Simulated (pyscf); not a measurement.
## Routes from O=Mo(=O)(F)–F + hydrogen (H₂)

Candidate steps break at most two bonds and form at most two. Each was searched with GFN2-xTB (tblite) first. Structures and frequencies: ωB97X-D3(BJ)/def2-SVP in PySCF. Energies: ωB97M-D3(BJ)/def2-TZVP, kcal/mol, from the separated reactants, singlet surface; ΔG‡ with ideal gas, 1 atm, RRHO with modes under 100 cm⁻¹ raised to 100, one conformer, R ln 2 for chiral ones without a mode under 150 cm⁻¹.

| products | type | ΔE‡ | ΔE | ΔG‡ 298 K | ΔG‡ 900 K | ν‡ (cm⁻¹) |
|---|---|---|---|---|---|---|
| O=MoH(OH)(F)–F | addition across a multiple bond or ene-type step | 37.9 | +7.6 | 47.3 | 65.5 | 1700i |
| HO–Mo(OH)(F)–F [singlet] | addition across a multiple bond or ene-type step | 49.2 | +11.6 | 58.7 | 78.5 | 1921i |

Row 2: On the product side the descent ends in a point that may be a rotor saddle (no frequency run), 2.7 kcal/mol over the lowest minimum found and 33.4 kcal/mol under the saddle at ωB97X-D3(BJ)/def2-TZVP. 

The other spin state of HO–Mo(OH)(F)–F [singlet] is not in these data. Plain bond fissions and candidates not yet searched are not listed, and one of them may be faster. Each barrier is that of the saddle found; lower ones may exist. A restricted singlet here is unstable towards spin polarisation, as is usual where a triplet lies low; its energy is less safe. Elements past Kr carry the def2 core potentials, without spin-orbit coupling.
